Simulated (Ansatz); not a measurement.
Input for Ansatz (development build ahead of 0.2.0):

```yaml
crystal:
  periodic: [false, false, false]
  atoms:
    - { symbol: "N", position_ang: [-0.48877, -0.21371, -1.08625] }
    - { symbol: "N", position_ang: [-0.05611, -0.0279, -0.10767] }
    - { symbol: O, position_ang: [0.47178, 0.16983, 1.03852] }
basis:
  gaussian: { orbitals: def2-SVP }
total_charge: 1
magnetization:
  spin_polarized: true
  initial_magnetization: 1
hamiltonian:
  xc: pbe0
output:
  forces: true
```

The input is written out in the form of the current development build from the run's settings.

Results

- Converged: yes
- Total energy: -183.84246 hartree
- Spin squared of the determinant: 0.766
- Stability test: minimum

Forces (eV/Å):
| atom | Fx | Fy | Fz |
| --- | --- | --- | --- |
| N1 | -2.016 | -0.823 | -4.490 |
| N2 | 3.295 | 1.268 | 7.209 |
| O3 | -1.279 | -0.444 | -2.720 |
